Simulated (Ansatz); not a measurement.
`CS[SiH3]`, one more setting.

```yaml
crystal:
  periodic: [false, false, false]
  atoms:
    - {symbol: C, position_ang: [-0.798900, 1.030118, -1.126662]}
    - {symbol: S, position_ang: [1.150623, 0.406659, -0.652650]}
    - {symbol: Si, position_ang: [0.725185, -0.919128, 0.931926]}
    - {symbol: H, position_ang: [-1.210039, 0.186755, -1.043081]}
    - {symbol: H, position_ang: [-0.635433, 1.805220, -1.746090]}
    - {symbol: H, position_ang: [-1.192171, 1.383758, 0.071263]}
    - {symbol: H, position_ang: [2.223810, -1.518231, 1.211923]}
    - {symbol: H, position_ang: [-0.036631, -2.001959, 0.418910]}
    - {symbol: H, position_ang: [0.420457, -0.762735, 1.983436]}
basis:
  gaussian: {orbitals: aug-pcseg-2}
hamiltonian: {xc: {name: PBE}, dispersion: d3bjatm}
scf: {lower_state_search: light}
output: {forces: true}
```

```sh
$ ansatz run in.yaml --threads 4 --pin off --events-out ev --progress --plain --max-ram 10444MiB
```

It prints (some lines left out):

```
Functional definition: PBE
1234 factors; their error is unknown
mean field evaluation 1: about -19823.8871 eV, gradient 6.5e1 eV
mean field evaluation 2: about -19805.2960 eV, gradient 9.1e1 eV
mean field evaluation 4: about -19834.1751 eV, gradient 8.5e0 eV
mean field evaluation 8: about -19834.3954 eV, gradient 2.3e-1 eV
mean field evaluation 16: about -19834.3628 eV, gradient 5.1e-4 eV
mean field -19834.36275212 eV, -728.8993869266 hartree, gradient 2.1e-5 eV, S^2 0.000000; 0 other end points of the search recorded, 0 dependent functions left out
reference -19834.36282006 eV, -728.8993894231 hartree; 21, 21 occupied and 263, 263 virtual orbitals, 1234 factors
Total energy: -19834.55103061 eV, -728.9063060334 hartree
Atom 0 at    -0.798900     1.030118    -1.126662 Å, force     4.292326     3.901637     7.941680 eV/Å
Atom 1 at     1.150623     0.406659    -0.652650 Å, force    -1.684470     1.213327    -0.416277 eV/Å
Atom 2 at     0.725185    -0.919128     0.931926 Å, force     7.561016    -3.331616   -14.748266 eV/Å
Atom 3 at    -1.210039     0.186755    -1.043081 Å, force    -3.774958    -6.789664    -1.518186 eV/Å
Atom 4 at    -0.635433     1.805220    -1.746090 Å, force    -0.142420     2.192222    -2.604451 eV/Å
Atom 5 at    -1.192171     1.383758     0.071263 Å, force     1.155516     0.011092    -3.303659 eV/Å
Atom 6 at     2.223810    -1.518231     1.211923 Å, force    -1.367605     0.526506    -0.474076 eV/Å
Atom 7 at    -0.036631    -2.001959     0.418910 Å, force    -0.984169    -1.150247    -0.581259 eV/Å
Atom 8 at     0.420457    -0.762735     1.983436 Å, force    -5.055236     3.426742    15.704492 eV/Å
Dipole moment:    -0.452270     0.172309     0.009882 e Å
```

It took 2.6 s on 4 threads of an Arm Neoverse V2 on a shared host, with 0.37 GiB of host memory at the peak.
